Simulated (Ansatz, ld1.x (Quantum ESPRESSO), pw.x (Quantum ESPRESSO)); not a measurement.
tungsten: does the TM potential hold in the solid?

```
Element                 : W (Z = 74)
Generator               : ld1.x (Quantum ESPRESSO) 7.5
Type                    : norm-conserving Troullier–Martins (Kleinman–Bylander form)
Functional              : PBEsol
Relativity              : scalar-relativistic
Frozen core             : [Xe] 4f14
Valence charge          : 6
Reference configuration : 5d4 6s2 6p0
Partial waves           : 6p (bound, empty): rc 3.05 bohr; 5d (bound): rc 1.75 bohr; 6s (bound): rc 2.25 bohr
Local potential         : the s channel
Core correction         : a·sin(br)/r model core inside 1.45 bohr
```

Crystal test: fcc W in pw.x 7.5, no spin, 14³ k-points, Fermi–Dirac smearing 0.01 Ry, cutoffs 50/200 Ry. The reference is all-electron LAPW (Ansatz 0.2.0) with the same functional, mesh and smearing; V0 and B0 come from Birch–Murnaghan fits to the pressures at five volumes. Errors are pseudo minus all-electron; Δ is the rms difference of the E(V) curves that follow from these fits, minima aligned, over ±6 % about the mean V0. Mesh and smearing are coarse, so the numbers serve the comparison and aren't converged zero-temperature values; the lattice is a test structure that the element need not adopt.

All-electron: a0 = 4.000 Å (V0 = 16.00 Å³/atom), B0 = 298.8 GPa.

Question: How far does the potential miss the all-electron equation of state?

Answer: mean pressure error (GPa): +6.12; a0 (Å): 4.026; a0 error (%): +0.64; B0 error (%): +0.5; Δ (meV/atom): 20.5. The largest radius (3.05 bohr) exceeds half the bond length (2.67 bohr), so the spheres overlap, which is one possible source of error among others. This is a poor potential for the solid.

```json
{"V (Å³/atom)": "15.195", "P all-electron (GPa)": "17.15", "P pseudo (GPa)": "24.69"}
{"V (Å³/atom)": "15.595", "P all-electron (GPa)": "8.12", "P pseudo (GPa)": "14.85"}
{"V (Å³/atom)": "15.995", "P all-electron (GPa)": "0.14", "P pseudo (GPa)": "6.18"}
{"V (Å³/atom)": "16.395", "P all-electron (GPa)": "-6.90", "P pseudo (GPa)": "-1.48"}
{"V (Å³/atom)": "16.795", "P all-electron (GPa)": "-13.11", "P pseudo (GPa)": "-8.22"}
```

Question: At the middle volume, how do free energy and pressure move when the wave cutoff is lowered (ecutrho kept at four times it)?

Answer:

```csv
cutoff (Ry),shift of F (meV/atom),shift of P (GPa)
22,+1055.4,-43.16
30,+44.8,-3.60
40,+3.0,+0.08
```

The run at the middle volume (104 k-points, 7 iterations) took about 5 s on one core of a shared host (Neoverse-V2, 32 threads, 247 GiB, load 17).
